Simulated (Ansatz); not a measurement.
Ga₂O₃ (C2/m, No. 12) was calculated with PBE (Ansatz, a quantum-chemistry and plane-wave program, plane waves, PAW).

Run with plane-wave cutoff 520 eV, 12×12×6 k mesh (along the axes of the cell as run), scalar-relativistic PAW data made under PBE.

Computed at the level's own relaxed cell.

Problem. What does this level give for the Voigt–Reuss–Hill bulk modulus, polycrystal shear modulus (Hill average), Young modulus and Poisson ratio?

Solution. 
- Voigt–Reuss–Hill bulk modulus: 156 GPa
- polycrystal shear modulus (Hill average): 69.1 GPa
- Young modulus: 181 GPa
- Poisson ratio: 0.307

Note: the relaxation could not lower the start's symmetry, so the cell can be a saddle point above a distorted one; the volume lies 5 % above that of the published cell.

Elastic constants are with the ions relaxed.

Static lattice: no zero-point or thermal effects.

The result took about 2.8 core-hours (a rough figure).
